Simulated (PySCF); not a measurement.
SMILES C=CC(=C)C (C5H8) at its GFN2-xTB optimised geometry (Å):

```
13

C      1.7936    -1.1862     0.0000
C      0.4656    -1.1862     0.0000
C     -0.3893    -0.0064     0.0000
C     -1.7149    -0.1414    -0.0036
C      0.2620     1.3442     0.0042
H      2.3751    -0.2803     0.0007
H      2.3536    -2.1059     0.0003
H     -0.0635    -2.1312    -0.0001
H     -2.3751     0.7092    -0.0040
H     -2.1864    -1.1100    -0.0064
H      0.8944     1.4616    -0.8747
H      0.8866     1.4596     0.8884
H     -0.4875     2.1312     0.0019
```

Calculation: CAM-B3LYP/def2-TZVP (PySCF 2.14.0).

Map of the HOMO amplitude (bohr^(-3/2)) on the plane z = 0.6 Å; orbital energy -7.97 eV, overall sign arbitrary:

```
|44444444444444444444444444444|
|44444444444444444444444444444|
|44444444444444444444444444444|
|44444444444444444444444444444|
|44444444444444444444444444444|
|44444444444444444444444444444|
|44444444444444444444444444444|
|44444444444444444444444444444|
|44444444444444443344444444444|
|44444444555544433334444444444|
|44444455555554433334444444444|
|44444555555555544444444444444|
|44445556666666554444444444444|
|44445556788787654444444444444|
|44445567999888654443344444444|
|44445567998887644333333444444|
|44445556777766433221223444444|
|44444555666554321110023344444|
|44444555555554311100013344444|
|44444455555444322211123444444|
|44444444444444333322233444444|
|44444444444444443333334444444|
|44444444444444444444444444444|
|44444444444444444444444444444|
|44444444444444444444444444444|
|44444444444444444444444444444|
|44444444444444444444444444444|
|44444444444444444444444444444|
|44444444444444444444444444444|
```
Scale: ten equal steps from -0.152 (start of '0') to 0.169 (end of '9'), in the order '0123456789'; x runs from -4.50 to 4.50, y from -4.50 (bottom) to 4.50 (top).
